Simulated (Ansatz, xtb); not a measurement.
Relaxing a trial structure of AlHOS

The starting geometry of this gas-phase triplet was built from a drawn formula by distance geometry and a force field; its bonds are those of `O=[SH][Al]`.

```yaml
atoms:
  - { symbol: Al, position_ang: [1.9299, -0.7943, 3.3470] }
  - { symbol: O, position_ang: [-0.7028, 0.1470, 2.1713] }
  - { symbol: S, position_ang: [0.4787, -0.6145, 1.6716] }
  - { symbol: H, position_ang: [1.1279, 0.3115, 0.7626] }
```

**Question.** Predict what becomes of its bonds when it is optimised with r2SCAN-D4/def2-SVP.

**Answer.** It keeps its bonds, and is `O=[SH][Al]`. Distances that change by over a tenth: Al1–S3 (2.22 → 2.47 Å).

The energy falls by 0.37 eV over 8 steps:

```json
{"step": "1", "E − E(last) (eV)": "0.374"}
{"step": "2", "E − E(last) (eV)": "0.075"}
{"step": "3", "E − E(last) (eV)": "0.028"}
{"step": "4", "E − E(last) (eV)": "0.003"}
{"step": "5", "E − E(last) (eV)": "0.001"}
{"step": "6", "E − E(last) (eV)": "0.001"}
{"step": "7", "E − E(last) (eV)": "0.000"}
{"step": "8", "E − E(last) (eV)": "0.000"}
```

Final geometry (Å):

```xyz
4

Al    2.1788   -0.8016    3.3051
O    -0.9067    0.2097    2.0144
S     0.3432   -0.6007    1.6619
H     1.2183    0.2422    0.9712
```

From the same start GFN2-xTB ends elsewhere, differing in Al1–O2 (1.61 against 3.49 Å here), O2–S3 (2.91 against 1.53 Å here).

The end wasn't checked by frequencies. Open shells are spin-unrestricted. The triplet needn't be the ground state. Run with Ansatz 0.2.0, 46 s on 1 thread of Arm Neoverse V2 (shared host).
